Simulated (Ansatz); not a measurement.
A calculation with Ansatz (development build ahead of 0.2.0).

```yaml
crystal:
  periodic: [false, false, false]
  atoms:
    - { symbol: Al, position_ang: [0.0, 0.0, 0.0] }
    - { symbol: "N", position_ang: [0.0, 0.0, 1.786] }
basis:
  gaussian: { orbitals: def2-SVP }
magnetization:
  initial_magnetization: 2
hamiltonian:
  xc: hf
correlation:
  method: mp2
  frozen_orbitals: { Al: 5, "N": 1 }
scf:
  omitted_lower_state_checks: [starts, atomic_configurations, cluster_reference, orbital_swaps, given_window_search, neighbouring_geometries, increment]
```

The input is written out in the form of the current development build from the run's settings. Correlation on restricted open-shell orbitals is semicanonical, with singles.

Output:

```
Converged                                                          : yes
Reference energy                                                   : -296.15013 hartree
Correlation energy                                                 : -0.13927 hartree
Total energy                                                       : -296.28939 hartree
Spin squared of the determinant                                    : 2.000
Stability test                                                     : minimum among restricted orbitals
Occupied orbitals by symmetry in an Abelian subgroup (alpha; beta) : 7 A1 2 B1 2 B2; 7 A1 1 B1 1 B2
```

Messages of the program:
```
mean field -8058.65545377 eV, -296.1501255733 hartree, gradient 5.4e-7 eV, S^2 2.000000; 1 other ends of a descent, 0 dependent functions left out
```

Caution: the determinant may break the point group.
